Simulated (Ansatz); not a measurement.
`CC(N)=S` + NH₃ → `NC(N)=S` + CH₄ at 298.15 K and 1 bar (substitution at a C–C bond).

Gas-phase electronic energies from Ansatz, PBE0-D4/def2-TZVP geometries. CCSD(T)/CBS adds triple-zeta CCSD(T) − MP2 to the extrapolated MP2 energy (def2 sets, frozen cores). This one scheme is used for every species. Each species was taken in one conformer, which may not be the lowest.

| species | CCSD(T)/CBS energy (Eh) | H − E (kJ/mol) | S (J/(mol·K)) |
| --- | --- | --- | --- |
| `CC(N)=S` | -531.59204 | 204.9 | 310.6 |
| NH₃ | -56.50880 | 100.5 | 192.4 |
| `NC(N)=S` | -547.64688 | 176.8 | 286.6 |
| CH₄ | -40.46206 | 127.4 | 186.2 |

H − E and S are ideal-gas, rigid-rotor, harmonic terms from PBE0-D4/def2-TZVP, for one conformer and one mirror image of each species. 1 Eh = 2625.50 kJ/mol, R = 8.31446 J/(mol·K).

**Question.** By hand: ΔE, ΔH, ΔS and ΔG.

**Answer.** ΔE = (-547.64688) + (-40.46206) − (-531.59204) − (-56.50880) = -0.00810 Eh = -21.3 kJ/mol. Δ(H − E) = 176.8 + 127.4 − 204.9 − 100.5 = -1.2, so ΔH = -22.5 kJ/mol. ΔS = 286.6 + 186.2 − 310.6 − 192.4 = -30.2 J/(mol·K). ΔG = -22.5 − 298.15 × (-30.2)/1000 = -13.5 kJ/mol.

**Question.** By hand: the equilibrium constant, and the temperature at which ΔG would vanish if ΔH and ΔS stayed fixed.

**Answer.** log₁₀ K = −ΔG/(RT ln 10) = 2.4. ΔG = 0 at ΔH/ΔS = 745 K.

TΔS isn't small against ΔH here. A doubt of 5 kJ/mol in ΔE shifts log₁₀ K by 0.9 here. Other conformers and mirror images would add mixing entropy, several J/(mol·K) or more a flexible species. Modes under 60 cm⁻¹, often nearly free rotors, make the harmonic entropy too high. These are equilibria of isolated gas molecules and say nothing of rates. Largest T1 diagnostic: 0.016 (customary marks: 0.02 for closed shells, 0.045 for open ones).
